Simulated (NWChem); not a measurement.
## Polarisability of AlCl₃

```
Al
Cl 1 2.0937
Cl 1 2.0937 2 120.00
Cl 1 2.0937 2 120.00 3 180.00
```
Charge 0, spin multiplicity 1.

Program: NWChem. Structure: optimised with PBE/def2-SVP, a minimum by its harmonic frequencies.

Basis set: 6-31G*. The field's frequency is 0.0428 Ha (1065 nm). This basis has no diffuse functions, which lowers polarisabilities.

The correlated methods keep 20 core orbitals frozen. The Pople sets run with spherical d functions. The structure started from a generated list of species. No row is a measurement; the coupled-cluster row has its own basis-set and correlation limits.

**Question.** One of these methods gave an isotropic polarisability of 50.21 bohr³. Which?
A. PBE
B. HF
C. CCSD linear response
D. LDA (SVWN5)

**Answer.** A, PBE. The others give 42.18 (HF), 50.69 (LDA (SVWN5)), 46.82 (CCSD linear response).
